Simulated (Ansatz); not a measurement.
Cost and result for the atomization energy of C3H8O2 (`OCCCO`) (13 atoms, 12 bonds).

Cartesian coordinates in Å:
```
O -0.225 -1.447 1.459
C 0.492 -1.286 0.251
C 0.549 0.153 -0.227
C -0.818 0.726 -0.549
O -0.757 2.054 -1.027
H 0.255 -0.994 2.156
H 1.509 -1.690 0.343
H -0.032 -1.903 -0.485
H 1.182 0.213 -1.118
H 1.035 0.769 0.543
H -1.475 0.646 0.325
H -1.279 0.144 -1.352
H -0.436 2.616 -0.317
```

The species carries charge 0 and has multiplicity 1. The geometry is a stationary point of PBE0-D4/def2-TZVP. It is one conformer, not always the lowest. Program: Ansatz. All runs use 4 threads of an Arm Neoverse V1 on a shared host. Times are those of one run each, without the atoms' runs, and a repeat can differ threefold. Electronic energies, without spin–orbit coupling; frozen cores. CCSD(T)/CBS adds CCSD(T) − MP2 in def2-TZVPP to the MP2 limit, and its time is that of the two runs behind it. T1 = 0.010. B3LYP takes the VWN-RPA correlation (the form of Gaussian; ORCA's B3LYP/G).

CCSD(T)/CBS is a level of theory with its own doubt, some kJ/mol a heavy atom from the limit and from the frozen cores, so smaller differences don't rank the functionals.

```csv
level,functions,wall time
LDA (SPW92)/def2-TZVPP,267,1.4 s
BHLYP-D4/def2-TZVPP,267,3.2 s
CAM-B3LYP-D4/def2-TZVPP,267,3.6 s
B3LYP-D4/def2-TZVPP (with forces),267,4.9 s
r2SCAN-D4/def2-TZVPP (with forces),267,5.5 s
r2SCANh-D4/def2-TZVPP,267,5.5 s
B2PLYP/def2-TZVPP,267,6 s
PBE-QIDH/def2-TZVPP,267,6.5 s
CCSD(T)/def2-SVP,110,8.5 s
ωB97M-V/def2-TZVPP (with forces),267,12 s
MP2/def2-QZVPP,525,32 s
CCSD(T)/def2-TZVPP,267,4.4 min
CCSD(T)/CBS(def2),–,5 min
```

**Question.** What atomization energy does each give, and how far from CCSD(T)/CBS? (An estimate is asked.)

**Answer.** Ansatz gave: 
```json
{"level": "LDA (SPW92)/def2-TZVPP", "atomization (kcal/mol)": "1385.9", "difference from CCSD(T)/CBS": "183.0", "per bond": "15.3"}
{"level": "BHLYP-D4/def2-TZVPP", "atomization (kcal/mol)": "1160.4", "difference from CCSD(T)/CBS": "-42.5", "per bond": "-3.5"}
{"level": "CAM-B3LYP-D4/def2-TZVPP", "atomization (kcal/mol)": "1206.5", "difference from CCSD(T)/CBS": "3.6", "per bond": "0.3"}
{"level": "B3LYP-D4/def2-TZVPP (with forces)", "atomization (kcal/mol)": "1199.1", "difference from CCSD(T)/CBS": "-3.8", "per bond": "-0.3"}
{"level": "r2SCAN-D4/def2-TZVPP (with forces)", "atomization (kcal/mol)": "1201.8", "difference from CCSD(T)/CBS": "-1.1", "per bond": "-0.1"}
{"level": "r2SCANh-D4/def2-TZVPP", "atomization (kcal/mol)": "1194.2", "difference from CCSD(T)/CBS": "-8.7", "per bond": "-0.7"}
{"level": "B2PLYP/def2-TZVPP", "atomization (kcal/mol)": "1188.3", "difference from CCSD(T)/CBS": "-14.6", "per bond": "-1.2"}
{"level": "PBE-QIDH/def2-TZVPP", "atomization (kcal/mol)": "1193.4", "difference from CCSD(T)/CBS": "-9.5", "per bond": "-0.8"}
{"level": "CCSD(T)/def2-SVP", "atomization (kcal/mol)": "1144.0", "difference from CCSD(T)/CBS": "-58.9", "per bond": "-4.9"}
{"level": "ωB97M-V/def2-TZVPP (with forces)", "atomization (kcal/mol)": "1204.1", "difference from CCSD(T)/CBS": "1.2", "per bond": "0.1"}
{"level": "MP2/def2-QZVPP", "atomization (kcal/mol)": "1209.5", "difference from CCSD(T)/CBS": "6.6", "per bond": "0.6"}
{"level": "CCSD(T)/def2-TZVPP", "atomization (kcal/mol)": "1172.9", "difference from CCSD(T)/CBS": "-30.0", "per bond": "-2.5"}
{"level": "CCSD(T)/CBS(def2)", "atomization (kcal/mol)": "1202.9", "difference from CCSD(T)/CBS": "0.0", "per bond": "0.0"}
```

The D4 term adds +7.4 kcal/mol with B3LYP and +3.9 kcal/mol with PBE0; it sums over pairs of atoms, weighted by their polarisabilities, and B3LYP, whose exchange is more repulsive, gets the larger term. At CCSD(T), def2-SVP lies −58.9 kcal/mol from the extrapolated value and def2-TZVPP −30.0 kcal/mol: correlation converges slowly with the basis, and small sets miss more of it in the bonded molecule than in its fragments. From PBE to PBE0 (25 % exact exchange), in def2-TZVPP and without D4, the atomization energy moves by −23.1 kcal/mol: exact exchange takes away binding that semilocal exchange gives to molecules.
